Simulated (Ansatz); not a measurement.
Geometry optimisation, UKS PBE/def2-SVP (Ansatz 0.2.0).

The input (input.yaml):

```yaml
crystal:
  periodic: [false, false, false]
  atoms:
    - { symbol: C, position_ang: [-0.8306, 0.4988, -0.3661] }
    - { symbol: Al, position_ang: [1.0565, 0.0891, -0.3787] }
    - { symbol: O, position_ang: [1.6125, -1.4249, 0.4553] }
    - { symbol: H, position_ang: [-1.3745, -0.2629, -0.8696] }
    - { symbol: H, position_ang: [-1.0366, 1.4827, -0.9524] }
    - { symbol: H, position_ang: [-1.2298, 0.6815, 0.6662] }
    - { symbol: H, position_ang: [1.8638, -1.1323, 1.3996] }
magnetization:
  spin_polarized: true
  initial_magnetization: 1
basis:
  gaussian: { orbitals: def2-SVP }
hamiltonian:
  xc: pbe
relax:
  f_tol: 0.015
  max_steps: 40
```

Launched with:

```bash
$ ansatz run input.yaml --threads 1 --pin off --max-ram 2048MiB --backend cpu --events-out ev --progress --plain --runs-dir out
```

Q: Where does it end, and by what steps?

A: It converged. The force dipped under the threshold on the way, but the program's further checks kept it going. After 21 steps the energy has fallen by 0.460 eV; H7 moved furthest, 0.80 Å.

| step | energy less start (eV) | largest force component (eV/Å) | accepted |
| --- | --- | --- | --- |
| 0 | 0.0000 | 3.027 | yes |
| 1 | -0.1794 | 1.421 | yes |
| 2 | -0.1909 | 3.043 | yes |
| 3 | -0.3772 | 0.397 | yes |
| 4 | -0.4385 | 0.341 | yes |
| 5 | -0.4419 | 0.228 | yes |
| 6 | -0.4475 | 0.224 | yes |
| 7 | -0.4077 | 1.349 | no |
| 8 | -0.4590 | 0.065 | yes |
| 9 | -0.4595 | 0.012 | yes |
| 10 | -0.4596 | 0.046 | yes |
| 11 | -0.4597 | 0.047 | yes |
| 12 | -0.4598 | 0.078 | yes |
| 13 | -0.4599 | 0.059 | yes |
| 14 | -0.4601 | 0.016 | yes |
| 15 | -0.4602 | 0.006 | yes |
| 16 | -0.4600 | 0.100 | no |
| 17 | -0.4603 | 0.017 | yes |
| 18 | -0.4603 | 0.065 | no |
| 19 | -0.4604 | 0.012 | yes |
| 20 | -0.4603 | 0.058 | no |
| 21 | -0.4604 | 0.014 | yes |

```xyz
7
Properties=species:S:1:pos:R:3
C -0.898 0.576 -0.357
Al 0.932 0.330 0.368
O 1.458 -1.314 0.536
H -1.309 -0.407 -0.670
H -0.896 1.265 -1.227
H -1.563 1.014 0.416
H 2.338 -1.532 0.888
```

The run took 46 s on 1 thread of Arm Neoverse V2, with other jobs on the host, peak memory 0.15 GiB.
